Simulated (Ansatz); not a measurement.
**Two structures, one formula**

Two relaxed structures of C2H6B, doublet (PBE0-D4/def2-TZVP; forces vanish, vibrations not checked).

A:

```xyz
9
angstrom
B -0.6628 0.6552 -0.9375
C 0.3955 0.2555 0.1193
C 0.1664 -0.9065 0.9940
H -1.4825 -0.1344 -1.3111
H -0.5908 1.7243 -1.4719
H 0.8482 1.1025 0.6403
H 1.1585 0.0045 -0.6705
H -0.3335 -1.7891 0.6148
H 0.5009 -0.9121 2.0226
```

B:

B1  (-0.731, 0.386, -0.565)
C2  (0.907, 0.122, -0.052)
C3  (-0.051, -0.574, 0.713)
H4  (-1.076, -0.209, -1.539)
H5  (-1.221, 1.423, -0.236)
H6  (1.329, 1.049, 0.316)
H7  (1.456, -0.391, -0.833)
H8  (-0.243, -1.623, 0.523)
H9  (-0.370, -0.183, 1.672)
(Å)

Computed with Ansatz 0.2.0 (basis: def2-TZVPP); correlated methods freeze the cores; orbitals are unrestricted. B3LYP uses VWN-RPA correlation.

(1) Which structure is lower at CCSD(T), and by how much? (Judge from chemistry; the value comes from the calculation.)

(2) Do the other methods give the same order? (Judge from chemistry; the calculation decides.)

T1 diagnostic: at most 0.013. ⟨S²⟩ of the unrestricted Hartree–Fock references: 0.76 (a pure state has 0.75).

Answers

(1) By the calculation: B, by 36.0 kJ/mol (electronic energy, against the other). By their contacts, A is C₂H₆B ([BH2][CH2][CH2]) and B is C₂H₆B ([BH2]1[CH2][CH2]1).

(2) Computed: Not all: HF gives the other order.

```csv
method,E(B) − E(A) (kJ/mol)
PBE-D4,-51.7
r2SCAN-D4,-40.5
PBE0-D4,-43.9
B3LYP-D4,-31.9
wB97M-V,-38.7
HF,18.3
MP2,-45.3
CCSD,-28.9
CCSD(T),-36.0
```

Labels in which every atom is bracketed show which atoms are joined, not bond orders.

For scale, one of the runs: CCSD(T)/def2-TZVPP, 177 basis functions, launched by `ansatz run in.yaml --threads 2 --pin off --events-out ev --progress --plain --max-ram 4352MiB`. Hardware: 2 CPU threads of an Arm Neoverse V2, shared host. Wall time 8.7 min; peak host memory 1.7 GiB.
